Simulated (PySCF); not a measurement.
Species: C₃H₃ClO.
SMILES with atom numbers: `[CH2:1]=[CH:2][C:3](=[O:4])[Cl:5]` (hydrogens: H6, H7 on C1; H8 on C2)

Computed by this run: PySCF, PBE0-D3(BJ)/def2-SVP geometry optimisation, gas phase; density fitting, grid level 1; the optimiser is geomeTRIC in internal coordinates, started from a GFN2-xTB structure with every atom displaced at random (about 0.01 Å).

Geometry at step 0:
```
atom  x, y, z in Å
C1     -1.2590   -0.1798   -0.0919
C2     -0.1069    0.1194    0.4497
C3      1.1045    0.0152   -0.3464
O4      1.2789   -0.2944   -1.4805
Cl5     2.5559    0.4256    0.6100
H6     -1.3511   -0.4559   -1.1297
H7     -2.1879   -0.0874    0.4614
H8      0.0207    0.4382    1.4749
```

**Question.** What forces act on the atoms?

**Answer.** 
| atom | Fx (eV/Å) | Fy (eV/Å) | Fz (eV/Å) |
| --- | --- | --- | --- |
| C1 | -1.726 | 0.020 | -0.325 |
| C2 | 1.011 | 0.176 | 0.426 |
| C3 | 1.523 | -0.027 | -0.498 |
| O4 | -0.791 | -0.060 | -0.019 |
| Cl5 | 0.141 | 0.133 | 0.382 |
| H6 | 0.125 | -0.269 | -0.566 |
| H7 | -0.219 | -0.057 | 0.239 |
| H8 | -0.063 | 0.084 | 0.361 |

The largest, 1.76 eV/Å, acts on C1; the rms over all components is 0.590 eV/Å. The forces sum to zero within rounding, as they must for an isolated molecule in no field.

**Question.** Give the force on C1 in Eh/bohr and in nN.

**Answer.** 1.757 eV/Å ÷ 51.422 = 0.03417 Eh/bohr, and 1.757 eV/Å × 1.602 = 2.81 nN.

**Question.** How far is this geometry from the end of the optimisation?

**Answer.** 0.089 eV above it, and 0.033 Å rms away after alignment. The bonds farthest from their final lengths, with half the difference of the two atoms' forces along the bond (positive lengthens):

| bond | now (Å) | final (Å) | force along bond (eV/Å) |
| --- | --- | --- | --- |
| C1=C2 | 1.308 | 1.336 | +1.38 |
| C2–C3 | 1.453 | 1.478 | +0.47 |
| C1–H6 | 1.078 | 1.094 | +0.07 |
| C2–H8 | 1.081 | 1.092 | -0.11 |
| C1–H7 | 1.085 | 1.092 | -0.50 |
| C3=O4 | 1.188 | 1.187 | -0.39 |

The angle farthest from its final value is C2–C3–O4, 131.6° against 127.1°.

Of the 4 listed bonds off by 0.010 Å or more, this force points towards the final length in 3.

The cost below is that of the whole optimisation. Time: 12 s; peak memory 0.38 GiB. Hardware: an Arm Neoverse V2 with one thread, shared host with 96 logical CPUs at a one-minute load of 41.
